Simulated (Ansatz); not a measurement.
Relaxation of CH₃SSi (6 atoms, charge 0, multiplicity 2), to a largest force component of 0.02 eV/Å in at most 50 steps.

Level of theory: Ansatz, UKS BLYP/def2-SVPD.

```xyz
6
Properties=species:S:1:pos:R:3:forces:R:3
Si -0.803 0.420 -0.726 0.09 -0.61 -0.10
C 0.337 -0.622 0.155 0.34 0.36 0.47
S 1.333 -0.040 1.426 -0.57 0.26 -0.50
H -1.513 -0.347 -1.745 -0.36 -0.29 -0.48
H -1.290 1.805 -0.792 -0.03 0.82 0.22
H 1.936 -1.217 1.681 0.54 -0.55 0.38
```

Question: Where does it end, and by what steps?

Answer: It converged. After 13 steps the energy has fallen by 0.536 eV; S3 moved furthest, 0.59 Å.

| step | energy less start (eV) | largest force component (eV/Å) | accepted |
| --- | --- | --- | --- |
| 0 | 0.0000 | 0.819 | yes |
| 1 | -0.1003 | 0.631 | yes |
| 2 | -0.2035 | 1.222 | yes |
| 3 | -0.3189 | 1.314 | yes |
| 4 | -0.4202 | 0.823 | yes |
| 5 | -0.3825 | 1.692 | no |
| 6 | -0.5038 | 0.195 | yes |
| 7 | -0.5231 | 0.236 | yes |
| 8 | -0.5271 | 0.189 | yes |
| 9 | -0.5094 | 0.806 | no |
| 10 | -0.5351 | 0.052 | yes |
| 11 | -0.5344 | 0.054 | no |
| 12 | -0.5355 | 0.027 | yes |
| 13 | -0.5356 | 0.007 | yes |

```xyz
6
Properties=species:S:1:pos:R:3
Si -0.853 0.374 -0.782
C 0.210 -0.405 0.304
S 1.037 -0.413 1.776
H -1.583 -0.422 -1.806
H -1.042 1.855 -0.889
H 2.231 -0.990 1.396
```

Whether the end is a true minimum wasn't checked by a vibrational analysis.

Run time: 38 s on 2 threads of Arm Neoverse V2 (shared host), peak memory 0.18 GiB.
